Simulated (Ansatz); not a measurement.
A nudged elastic band was laid between two geometries of C$_{2}$H$_{4}$OS (8 atoms, charge 0, multiplicity 1).

All numbers below come from UKS PBE/def2-SVP in Ansatz 0.2.0.

* movable images: 7
* climbing image: yes
* spring: 5.0 eV/Å²
* optimiser: quadratic models (default)
* start path: through a guess of the saddle point
* force threshold: 0.03 eV/Å
* iteration limit: 60
* end points: relaxed

Image 0:

```xyz
8
Properties=species:S:1:pos:R:3
C 0.132 0.738 -0.453
C -0.332 -0.440 0.358
O 0.498 -0.882 1.387
S 0.385 -2.077 0.075
H -0.044 1.675 0.118
H -0.434 0.811 -1.404
H 1.213 0.651 -0.675
H -1.418 -0.475 0.594
```

Image 8:

```xyz
8
Properties=species:S:1:pos:R:3
C 0.151 0.790 -0.282
C 0.160 -0.301 0.772
O 0.573 -0.162 1.901
S -0.507 -1.923 0.263
H 0.577 1.711 0.159
H -0.883 0.987 -0.631
H 0.752 0.486 -1.163
H -0.824 -1.588 -1.020
```

(1) Which bonds break or form, and what moves?

(2) Give the energies along the band, and the barrier.

(3) What is the geometry of the highest image?

## Answers

(1) Bonds broken: C2–H8, O3–S4. Bonds formed: S4–H8.

(2) The run converged. The highest image is number 2 of 0 to 8, 2.95 eV above the first end and 4.76 eV above the last; the last end lies 1.82 eV below the first. The profile has 2 maxima (images 2, 6) with wells between them (image 4): this band takes more than one step, which may be the mechanism or a detour left from its start path. Neighbouring images differ by up to 3.5 eV, so the band resolves the path poorly. A vibrational analysis at the climbing image gives one clearly imaginary mode, 577i cm⁻¹: a first-order saddle point. The orbitals stay closed-shell, which can raise the energy where a bond breaks towards radicals; this wasn't checked here.

```json
{"image": "0", "path coordinate (Å)": "0.00", "energy (eV)": "0.00", "C2–H8 (Å)": "1.11", "O3–S4 (Å)": "1.78", "S4–H8 (Å)": "2.47"}
{"image": "1", "path coordinate (Å)": "0.79", "energy (eV)": "1.25", "C2–H8 (Å)": "1.20", "O3–S4 (Å)": "1.77", "S4–H8 (Å)": "1.94"}
{"image": "2", "path coordinate (Å)": "1.58", "energy (eV)": "2.95", "C2–H8 (Å)": "1.93", "O3–S4 (Å)": "1.74", "S4–H8 (Å)": "1.42"}
{"image": "3", "path coordinate (Å)": "2.35", "energy (eV)": "-0.58", "C2–H8 (Å)": "2.08", "O3–S4 (Å)": "2.45", "S4–H8 (Å)": "1.35"}
{"image": "4", "path coordinate (Å)": "3.12", "energy (eV)": "-1.80", "C2–H8 (Å)": "2.30", "O3–S4 (Å)": "2.67", "S4–H8 (Å)": "1.35"}
{"image": "5", "path coordinate (Å)": "3.89", "energy (eV)": "-1.61", "C2–H8 (Å)": "2.36", "O3–S4 (Å)": "2.73", "S4–H8 (Å)": "1.36"}
{"image": "6", "path coordinate (Å)": "4.65", "energy (eV)": "-1.50", "C2–H8 (Å)": "2.38", "O3–S4 (Å)": "2.71", "S4–H8 (Å)": "1.36"}
{"image": "7", "path coordinate (Å)": "5.42", "energy (eV)": "-1.75", "C2–H8 (Å)": "2.43", "O3–S4 (Å)": "2.63", "S4–H8 (Å)": "1.36"}
{"image": "8", "path coordinate (Å)": "6.19", "energy (eV)": "-1.82", "C2–H8 (Å)": "2.42", "O3–S4 (Å)": "2.64", "S4–H8 (Å)": "1.36"}
```

(3) 
```xyz
8
Properties=species:S:1:pos:R:3
C 0.207 0.892 -0.462
C -0.450 0.009 0.553
O 0.465 -0.720 1.305
S 0.025 -1.964 0.170
H 0.297 1.883 0.042
H -0.444 1.054 -1.345
H 1.226 0.560 -0.770
H -1.327 -1.714 0.505
```

The run took 6.1 min on 2 threads of Arm Neoverse V1 (shared host), peak memory 0.18 GiB.
